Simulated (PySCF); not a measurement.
Stepwise substitution at one centre (C F-SH). All species are isolated molecules in the gas phase. One relaxed conformer stands for each flexible species; it need not be the lowest. Strings in code marks are SMILES.

The S1 excitation (TDA) from two functionals at the same geometries (CAM-B3LYP-D3(BJ)/def2-TZVP), both in PySCF: PBE-D3(BJ)/def2-TZVP and TPSSh-D3(BJ)/def2-TZVP. Excitations are Tamm–Dancoff values on a coarser integration grid. The basis has no diffuse functions, so Rydberg states are missing or too high.

```csv
species,TPSSh-D3(BJ)/def2-TZVP (eV)
0 of 4 F replaced by SH,13.12
1 of 4 F replaced by SH (`C(F)(F)(F)S`),5.93
"2 of 4 F replaced by SH (`FC(F)(S)S` (S–C–S–H torsion -65°, S–C–S–H torsion 65°))",4.81
3 of 4 F replaced by SH,4.71
```

Q: What does PBE-D3(BJ)/def2-TZVP give for each?

A: 
- 0 of 4 F replaced by SH: 12.16
- 1 of 4 F replaced by SH (`C(F)(F)(F)S`): 5.69
- 2 of 4 F replaced by SH (`FC(F)(S)S` (S–C–S–H torsion -65°, S–C–S–H torsion 65°)): 4.39
- 3 of 4 F replaced by SH: 4.28
Over these rows, drawn at random from the members with no instability flagged (it was tested for open shells, ions and some series alone), PBE minus TPSSh-D3(BJ): mean -0.51 eV, from -0.96 eV to -0.23 eV.
